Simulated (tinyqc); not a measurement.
CIS on RHF in the sto-3g basis, frozen core, for H2O, spin multiplicity 1, step by step. One step of it, computed by the program tinyqc.

Task: CIS matrix, singlets. A(ia,jb) = (e_a - e_i) d_ij d_ab + 2 (ia|jb) - (ij|ab).

orbital energies (hartree): MO1 -20.258180, MO2 -1.223337, MO3 -0.563736, MO4 -0.443135, MO5 -0.388310, MO6 0.510091, MO7 0.622736

Two-electron integrals over orbitals (pq|rs), unique and non-zero (hartree); the lowest 1 orbital is frozen and left out:
```
(22|22) 0.723609    (32|32) 0.134657    (33|22) 0.623794    (33|33) 0.604769
(42|22) -0.016077   (42|33) 0.004933    (42|42) 0.128814    (43|32) 0.025923
(43|43) 0.053067    (44|22) 0.665438    (44|33) 0.575097    (44|42) -0.098116
(44|44) 0.725453    (52|52) 0.148460    (53|53) 0.027048    (54|52) -0.045365
(54|54) 0.050770    (55|22) 0.751709    (55|33) 0.609492    (55|42) -0.077759
(55|44) 0.702260    (55|55) 0.880159    (62|22) 0.135372    (62|33) 0.069224
(62|42) 0.028268    (62|44) 0.069939    (62|55) 0.146768    (62|62) 0.097033
(63|32) -0.037777   (63|43) -0.035181   (63|63) 0.073452    (64|22) 0.117004
(64|33) 0.047179    (64|42) -0.045095   (64|44) 0.130560    (64|55) 0.140155
(64|62) 0.060654    (64|64) 0.089138    (65|52) 0.053590    (65|54) 0.003443
(65|65) 0.035586    (66|22) 0.600114    (66|33) 0.556124    (66|42) 0.051000
(66|44) 0.546239    (66|55) 0.581790    (66|62) 0.094191    (66|64) 0.050476
(66|66) 0.587317    (72|32) 0.050277    (72|43) -0.032011   (72|63) 0.031780
(72|72) 0.066215    (73|22) 0.155906    (73|33) 0.088915    (73|42) -0.078228
(73|44) 0.147450    (73|55) 0.198684    (73|62) 0.071023    (73|64) 0.095026
(73|66) 0.042574    (73|73) 0.157865    (74|32) -0.074559   (74|43) -0.009049
(74|63) 0.051637    (74|72) -0.017031   (74|74) 0.070778    (75|53) 0.023843
(75|75) 0.024820    (76|32) 0.089642    (76|43) 0.058239    (76|63) -0.065521
(76|72) -0.006156   (76|74) -0.059962   (76|76) 0.113056    (77|22) 0.612351
(77|33) 0.590281    (77|42) -0.017137   (77|44) 0.587021    (77|55) 0.613064
(77|62) 0.063419    (77|64) 0.048293    (77|66) 0.554955    (77|73) 0.094173
(77|77) 0.602347
```

Give: CIS matrix A, singlet.

Result:

CIS matrix A, singlet (hartree):
```
        2>6      2>7      3>6     3>7     4>6      4>7     5>6     5>7
2>6  1.3274   0.0000   0.0000  0.0524  0.0703   0.0000  0.0000  0.0000
2>7  0.0000   1.3662  -0.0261  0.0000  0.0000  -0.0169  0.0000  0.0000
3>6  0.0000  -0.0261   0.6646  0.0000  0.0000   0.0450  0.0000  0.0000
3>7  0.0524   0.0000   0.0000  0.9119  0.1318   0.0000  0.0000  0.0000
4>6  0.0703   0.0000   0.0000  0.1318  0.5853   0.0000  0.0000  0.0000
4>7  0.0000  -0.0169   0.0450  0.0000  0.0000   0.6204  0.0000  0.0000
5>6  0.0000   0.0000   0.0000  0.0000  0.0000   0.0000  0.3878  0.0000
5>7  0.0000   0.0000   0.0000  0.0000  0.0000   0.0000  0.0000  0.4476
```
